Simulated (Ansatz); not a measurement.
**BH4NO: molecular dynamics**

Purpose: to follow the molecule's vibrations and see whether its bonds hold. The start is relaxed first. Runs: 300 steps of 0.25 fs at constant energy, with velocities drawn for 400 K. SMILES of the start: NBO.

Program: Ansatz 0.2.0. Level of theory: RKS PBE0/def2-SVP. These are calculated values, not measurements.

## Step 1: The structure to begin with

Bond lengths: B1–O2 1.410 Å, O2–H3 1.010 Å, B1–H4 1.190 Å, B1–N5 1.550 Å, N5–H6 1.060 Å, N5–H7 1.060 Å. Angles: B1–O2–H3 109.5°, O2–B1–H4 120.0°, O2–B1–N5 120.0°, H4–B1–N5 120.0°, B1–N5–H6 120.0°, B1–N5–H7 120.0°, H6–N5–H7 120.0°.

Structure file:

```xyz
7

B     0.0000    0.0000    0.0000
O     0.0000    0.0000    1.4100
H    -0.9095   -0.2814    1.7471
H     1.0305    0.0000   -0.5950
N    -1.3423    0.0000   -0.7750
H    -2.0112   -0.8164   -0.6764
H    -1.5914    0.8164   -1.4036
```

## Step 2: Relaxing the start

input.yaml reads:

```yaml
crystal:
  periodic: [false, false, false]
  atoms:
    - { symbol: B, position_ang: [0.0, 0.0, 0.0] }
    - { symbol: O, position_ang: [0.0, 0.0, 1.41] }
    - { symbol: H, position_ang: [-0.9095, -0.2814, 1.7471] }
    - { symbol: H, position_ang: [1.0305, 0.0, -0.595] }
    - { symbol: "N", position_ang: [-1.3423, 0.0, -0.775] }
    - { symbol: H, position_ang: [-2.0112, -0.8164, -0.6764] }
    - { symbol: H, position_ang: [-1.5914, 0.8164, -1.4036] }
basis:
  gaussian: { orbitals: def2-SVP }
hamiltonian:
  xc: pbe0
relax:
  f_tol: 0.02
  max_steps: 40
```

Started as:

```
$ ansatz run input.yaml --threads 1 --pin off --max-ram 2048MiB --backend cpu --events-out ev --progress --plain --runs-dir out
```

Standard output (excerpt; [...] marks lines left out):

```text
Warning: RAYON_NUM_THREADS=1 ignored (pool sized by the plan → 1); use --threads N
[...]
Functional definition: PBE0
[...]
685 factors; integrals over basis functions are off by at most 5.1e-4 eV
[...]
mean field -4271.63520614 eV, -156.9796984072 hartree, gradient 4.0e-5 eV, S^2 0.000000; 0 other end points of the search recorded, 0 dependent functions left out
[...]
reference -4271.63522825 eV, -156.9796992198 hartree; 12, 12 occupied and 50, 50 virtual orbitals, 685 factors
relax step   1: F+E_penalty+E_count = -4271.63520614 eV  Δ(F+E_penalty+E_count) = +0.000e0 eV  max|allowed force component| = 3.225e0 eV/Å  Δτ_max = 0.0000 Å  (22 SCF iters, accepted)
[...]
relax step   6: F+E_penalty+E_count = -4272.79799232 eV  Δ(F+E_penalty+E_count) = -5.675e-3 eV  max|allowed force component| = 4.579e-2 eV/Å  Δτ_max = 0.0355 Å  (22 SCF iters, accepted)
[...]
relax step   7: F+E_penalty+E_count = -4272.79824506 eV  Δ(F+E_penalty+E_count) = -2.527e-4 eV  max|allowed force component| = 1.505e-2 eV/Å  Δτ_max = 0.0120 Å  (24 SCF iters, accepted)
685 factors; integrals over basis functions are off by at most 3.4e-4 eV
[...]
mean field -4272.79824506 eV, -157.0224392991 hartree, gradient 3.2e-5 eV, S^2 0.000000; 1 other end points of the search recorded, 0 dependent functions left out
[...]
reference -4272.79826623 eV, -157.0224400771 hartree; 12, 12 occupied and 50, 50 virtual orbitals, 685 factors
Total energy: -4272.79826623 eV, -157.0224400771 hartree
Atom 0 at    -0.098469     0.065525     0.005966 Å, force     0.010817    -0.005247    -0.010318 eV/Å
Atom 1 at    -0.004575    -0.247263     1.331468 Å, force    -0.006139     0.015053     0.012689 eV/Å
Atom 2 at    -0.840776    -0.505732     1.730806 Å, force     0.001961    -0.010024     0.002420 eV/Å
Atom 3 at     0.922568     0.408532    -0.545127 Å, force     0.004373    -0.004649    -0.004232 eV/Å
Atom 4 at    -1.292262     0.009413    -0.735501 Å, force    -0.012792     0.005756     0.001415 eV/Å
Atom 5 at    -2.194368    -0.258826    -0.363698 Å, force     0.001105    -0.005083    -0.005646 eV/Å
Atom 6 at    -1.316018     0.246950    -1.716814 Å, force     0.000675     0.004193     0.003671 eV/Å
Dipole moment:    -0.619913    -0.088112    -0.127999 e Å
```

It took 5 s on 1 thread of AMD EPYC 9R45 (Zen 5), shared host; peak memory 0.15 GiB.

Step by step:

```
step  energy from step 1 (eV)  largest force component (eV/Å)
   1                   0.0000                          3.2253
   2                  -0.5536                          2.3265
   3                  -0.8402                          2.0034
   4                  -1.0863                          0.8318
   5                  -1.1571                          0.2426
   6                  -1.1628                          0.0458
   7                  -1.1630                          0.0151
```

Step 1 is the start.

After: Bond lengths: B1–O2 1.365 Å, O2–H3 0.962 Å, B1–H4 1.210 Å, B1–N5 1.406 Å, N5–H6 1.012 Å, N5–H7 1.010 Å. Angles: B1–O2–H3 113.9°, O2–B1–H4 116.7°, O2–B1–N5 124.1°, H4–B1–N5 119.2°, B1–N5–H6 125.0°, B1–N5–H7 121.5°, H6–N5–H7 113.5°.

## Step 3: The run

300 steps of 0.25 fs at constant energy, with velocities drawn for 400 K, from the relaxed start.

input.yaml reads:

```yaml
crystal:
  periodic: [false, false, false]
  atoms:
    - { symbol: B, position_ang: [-0.098469, 0.065525, 0.005966] }
    - { symbol: O, position_ang: [-0.004575, -0.247263, 1.331468] }
    - { symbol: H, position_ang: [-0.840776, -0.505732, 1.730806] }
    - { symbol: H, position_ang: [0.922568, 0.408532, -0.545127] }
    - { symbol: "N", position_ang: [-1.292262, 0.009413, -0.735501] }
    - { symbol: H, position_ang: [-2.194368, -0.258826, -0.363698] }
    - { symbol: H, position_ang: [-1.316018, 0.24695, -1.716814] }
basis:
  gaussian: { orbitals: def2-SVP }
hamiltonian:
  xc: pbe0
md:
  timestep: 0.25
  n_steps: 300
  ensemble: nve
  temperature: 400.0
  initial_velocities: maxwell_boltzmann
  seed: 65522
```

Started as:

```
$ ansatz run input.yaml --threads 1 --pin off --max-ram 2048MiB --backend cpu --events-out ev --progress --plain --runs-dir out
```

Standard output (excerpt; [...] marks lines left out):

```text
Warning: RAYON_NUM_THREADS=1 ignored (pool sized by the plan → 1); use --threads N
[...]
[... 1 set-up line as earlier in the session ...]
[...]
684 factors; integrals over basis functions are off by at most 4.1e-4 eV
[...]
mean field -4272.79824494 eV, -157.0224392950 hartree, gradient 4.0e-5 eV, S^2 0.000000; 0 other end points of the search recorded, 0 dependent functions left out
[...]
reference -4272.79826629 eV, -157.0224400796 hartree; 12, 12 occupied and 50, 50 virtual orbitals, 684 factors
md step     0: t =     0.00 fs  T =   400.0 K  F+E_penalty+E_count = -4272.79824494 eV  E_kin = 0.258520 eV  conserved = -4272.53972495 eV  (21 SCF iters)
[...]
md step    20: t =     5.00 fs  T =   208.8 K  F+E_penalty+E_count = -4272.67457007 eV  E_kin = 0.134951 eV  conserved = -4272.53961870 eV  (22 SCF iters)
[...]
md step    40: t =    10.00 fs  T =   151.7 K  F+E_penalty+E_count = -4272.63763440 eV  E_kin = 0.098062 eV  conserved = -4272.53957193 eV  (23 SCF iters)
[...]
md step    60: t =    15.00 fs  T =   172.7 K  F+E_penalty+E_count = -4272.65117991 eV  E_kin = 0.111595 eV  conserved = -4272.53958478 eV  (22 SCF iters)
[...]
md step    80: t =    20.00 fs  T =    94.1 K  F+E_penalty+E_count = -4272.60035592 eV  E_kin = 0.060797 eV  conserved = -4272.53955910 eV  (21 SCF iters)
md step    81: t =    20.25 fs  T =    90.6 K  F+E_penalty+E_count = -4272.59810856 eV  E_kin = 0.058557 eV  conserved = -4272.53955170 eV  (22 SCF iters)
```

## Step 4: More of the same log: dynamics from the start

The log, continued (excerpt; [...] marks lines left out):

```text
md step    82: t =    20.50 fs  T =    88.1 K  F+E_penalty+E_count = -4272.59650345 eV  E_kin = 0.056957 eV  conserved = -4272.53954656 eV  (22 SCF iters)
[...]
md step   108: t =    27.00 fs  T =   236.3 K  F+E_penalty+E_count = -4272.69238425 eV  E_kin = 0.152736 eV  conserved = -4272.53964777 eV  (22 SCF iters)
[...]
md step   134: t =    33.50 fs  T =   254.6 K  F+E_penalty+E_count = -4272.70409691 eV  E_kin = 0.164516 eV  conserved = -4272.53958106 eV  (22 SCF iters)
[...]
md step   160: t =    40.00 fs  T =   267.2 K  F+E_penalty+E_count = -4272.71232703 eV  E_kin = 0.172712 eV  conserved = -4272.53961476 eV  (22 SCF iters)
[...]
md step   184: t =    46.00 fs  T =   188.7 K  F+E_penalty+E_count = -4272.66159184 eV  E_kin = 0.121986 eV  conserved = -4272.53960624 eV  (22 SCF iters)
md step   185: t =    46.25 fs  T =   178.6 K  F+E_penalty+E_count = -4272.65500916 eV  E_kin = 0.115418 eV  conserved = -4272.53959131 eV  (22 SCF iters)
```

## Step 5: More of the same log: dynamics from the start

Output, continued (excerpt; [...] marks lines left out):

```text
md step   186: t =    46.50 fs  T =   168.4 K  F+E_penalty+E_count = -4272.64843076 eV  E_kin = 0.108854 eV  conserved = -4272.53957647 eV  (22 SCF iters)
[...]
md step   207: t =    51.75 fs  T =   124.8 K  F+E_penalty+E_count = -4272.62020925 eV  E_kin = 0.080630 eV  conserved = -4272.53957948 eV  (20 SCF iters)
[...]
md step   228: t =    57.00 fs  T =   181.5 K  F+E_penalty+E_count = -4272.65688748 eV  E_kin = 0.117280 eV  conserved = -4272.53960782 eV  (22 SCF iters)
[...]
md step   249: t =    62.25 fs  T =   187.9 K  F+E_penalty+E_count = -4272.66101585 eV  E_kin = 0.121417 eV  conserved = -4272.53959933 eV  (22 SCF iters)
[...]
md step   298: t =    74.50 fs  T =   230.1 K  F+E_penalty+E_count = -4272.68825534 eV  E_kin = 0.148698 eV  conserved = -4272.53955716 eV  (23 SCF iters)
md step   299: t =    74.75 fs  T =   232.7 K  F+E_penalty+E_count = -4272.68997331 eV  E_kin = 0.150401 eV  conserved = -4272.53957261 eV  (22 SCF iters)
[...]
md step   300: t =    75.00 fs  T =   235.9 K  F+E_penalty+E_count = -4272.69207215 eV  E_kin = 0.152483 eV  conserved = -4272.53958920 eV  (23 SCF iters)
Total energy: -4272.69209363 eV, -157.0185383063 hartree
Atom 0 at    -0.070273     0.063119    -0.000016 Å, force    -2.008619    -0.463141     0.314977 eV/Å
Atom 1 at    -0.012740    -0.248810     1.327229 Å, force     0.426253    -0.013376     0.372688 eV/Å
Atom 2 at    -0.826220    -0.420236     1.822455 Å, force     0.207192     0.071619    -0.578815 eV/Å
Atom 3 at     0.919850     0.384566    -0.572763 Å, force     0.446957     0.181434    -0.110669 eV/Å
Atom 4 at    -1.302850     0.005534    -0.724893 Å, force     0.707293     0.645437    -1.169518 eV/Å
Atom 5 at    -2.214517    -0.348392    -0.476437 Å, force     0.052797    -0.044354     0.505097 eV/Å
Atom 6 at    -1.333363     0.379234    -1.684050 Å, force     0.168125    -0.377620     0.666239 eV/Å
Dipole moment:    -0.585187    -0.048276    -0.096007 e Å
```

Run time: 2.9 min. Hardware: 1 thread of AMD EPYC 9R45 (Zen 5), shared host; peak memory 0.12 GiB.

## Step 6: The trajectory

One step in 16; energies are changes from step 0:

```
time (fs)  T (K)  potential energy change (meV/atom)  total energy change (meV/atom)
      0.0    400                                 0.0                            0.00
      4.0    236                                15.2                            0.02
      8.0    140                                24.1                            0.02
     12.0    192                                19.2                            0.02
     16.0    142                                23.9                            0.03
     20.0     94                                28.3                            0.02
     24.0    152                                22.9                            0.02
     28.0    235                                15.3                            0.02
     32.0    279                                11.2                            0.01
     36.0    244                                14.4                            0.02
     40.0    267                                12.3                            0.02
     44.0    238                                15.0                            0.02
     48.0    125                                25.4                            0.03
     52.0    124                                25.5                            0.02
     56.0    161                                22.1                            0.02
     60.0    177                                20.6                            0.02
     64.0    206                                17.9                            0.02
     68.0    248                                14.1                            0.02
     72.0    268                                12.2                            0.01
     75.0    236                                15.2                            0.02
```

time (fs), T (K) and a bar:
```
      0.0        400 ##############################
      3.2        258 ################
      6.5        159 ######
      9.8        150 #####
     13.0        213 ###########
     16.2        137 ###
     19.5        103 
     22.8        115 #
     26.0        219 ############
     29.2        234 #############
     32.5        275 #################
     35.8        242 ##############
     39.2        267 #################
     42.5        245 ##############
     45.8        199 ##########
     49.0        122 ##
     52.2        124 ##
     55.5        152 #####
     58.8        195 #########
     62.0        183 ########
     65.2        207 ##########
     68.5        256 ###############
     71.8        274 #################
     75.0        236 #############
```

## Step 7: Frames from the trajectory

Positions (Å) and forces (eV/Å):

```xyz
7
time_fs=9.5 T=148 dE=0.1629
B    -0.094    0.058    0.005    0.193    0.144   -0.323
O    -0.022   -0.241    1.325    0.345   -0.166    0.210
H    -0.869   -0.449    1.720   -0.233   -0.066    0.153
H     0.875    0.352   -0.587    1.003    0.381   -0.112
N    -1.265   -0.005   -0.742   -1.162   -0.112    0.205
H    -2.074   -0.333   -0.236   -0.541    0.053   -0.159
H    -1.509    0.493   -1.589    0.397   -0.235    0.025
7
time_fs=18.8 T=118 dE=0.1823
B    -0.048    0.068   -0.029   -1.016   -0.354    1.417
O    -0.032   -0.243    1.329    0.893    0.177   -0.962
H    -0.888   -0.402    1.720   -0.376   -0.107   -0.001
H     1.033    0.418   -0.485   -0.566   -0.070   -0.158
N    -1.297   -0.026   -0.729    1.196    0.881   -0.578
H    -2.160   -0.310   -0.295   -0.165   -0.019    0.237
H    -1.450    0.593   -1.525    0.034   -0.508    0.046
7
time_fs=28.0 T=235 dE=0.1069
B    -0.073    0.060    0.013    0.101    0.775   -1.615
O    -0.019   -0.245    1.310    0.358   -0.248    1.079
H    -0.906   -0.395    1.633   -0.277   -0.249    0.444
H     0.968    0.485   -0.524   -0.660   -0.393    0.204
N    -1.290   -0.021   -0.721    0.739    0.648   -0.686
H    -2.185   -0.229   -0.316   -0.317   -0.126    0.184
H    -1.373    0.462   -1.620    0.056   -0.407    0.390
7
time_fs=37.5 T=258 dE=0.0920
B    -0.122    0.081    0.003    1.365   -0.172    0.846
O    -0.005   -0.256    1.332    0.117    0.348   -0.426
H    -0.841   -0.517    1.722   -0.129   -0.090    0.114
H     0.839    0.431   -0.617    0.590    0.044    0.161
N    -1.272    0.006   -0.729   -1.346    0.109   -1.522
H    -2.170   -0.176   -0.326   -0.588   -0.220    0.050
H    -1.292    0.174   -1.740   -0.008   -0.018    0.777
7
time_fs=47.0 T=150 dE=0.1620
B    -0.094    0.092    0.016   -1.968   -1.058    0.317
O     0.008   -0.256    1.347    0.295    0.382   -0.425
H    -0.726   -0.658    1.818   -0.234    0.168   -0.335
H     0.931    0.356   -0.514    0.456    0.309   -0.358
N    -1.322    0.032   -0.761    1.841    0.058   -0.285
H    -2.233   -0.223   -0.424   -0.238   -0.162    0.234
H    -1.237   -0.046   -1.786   -0.151    0.302    0.851
7
time_fs=56.2 T=166 dE=0.1513
B    -0.133    0.050    0.031    0.999    0.538   -0.925
O     0.027   -0.240    1.345   -1.009   -0.519    0.355
H    -0.760   -0.673    1.710    0.207    0.251    0.158
H     0.954    0.384   -0.459   -0.625   -0.066   -0.210
N    -1.316    0.052   -0.764    0.708   -0.470   -0.452
H    -2.202   -0.307   -0.451   -0.320   -0.094    0.249
H    -1.227   -0.057   -1.785    0.040    0.361    0.824
7
time_fs=65.5 T=208 dE=0.1242
B    -0.133    0.032    0.008    1.653    0.922    0.119
O     0.013   -0.240    1.346   -0.574   -0.307   -0.340
H    -0.807   -0.576    1.746    0.388    0.199   -0.093
H     0.838    0.449   -0.639   -0.079   -0.361    0.640
N    -1.293    0.043   -0.741   -0.488   -0.331   -1.028
H    -2.155   -0.358   -0.418   -0.531   -0.066   -0.125
H    -1.193    0.144   -1.760   -0.369   -0.056    0.828
7
time_fs=75.0 T=236 dE=0.1062
B    -0.070    0.063    0.000   -2.009   -0.463    0.315
O    -0.013   -0.249    1.327    0.426   -0.013    0.373
H    -0.826   -0.420    1.823    0.207    0.072   -0.579
H     0.920    0.385   -0.573    0.447    0.181   -0.111
N    -1.303    0.005   -0.725    0.707    0.645   -1.169
H    -2.215   -0.348   -0.476    0.053   -0.044    0.505
H    -1.333    0.379   -1.684    0.168   -0.378    0.666
```

## Step 8: Results

```
                          quantity                          value
           relaxation of the start        6 moves, 1.163 eV lower
                            length           300 steps of 0.25 fs
  temperature, first and last step                  400 and 236 K
          temperature, second half  mean 204 K, from 121 to 283 K
     potential energy, second half    +18 meV/atom from the start
largest change of the total energy                  0.03 meV/atom
            bonds formed or broken                              0
```

What this shows: The temperature starts at 400 K and averages 204 K in the second half, where it ranges from 121 to 283 K. About half is expected from a start at a minimum: kinetic energy passes into potential energy until both shares match. The total energy strays from its start by at most 0.03 meV/atom, 0.1 % of the mean kinetic energy, which is good for a step of 0.25 fs. The bonding pattern survives the run. 75 fs on 7 atoms is far too short and small for converged averages. The nuclei move classically, without zero-point motion, which matters most for hydrogen.
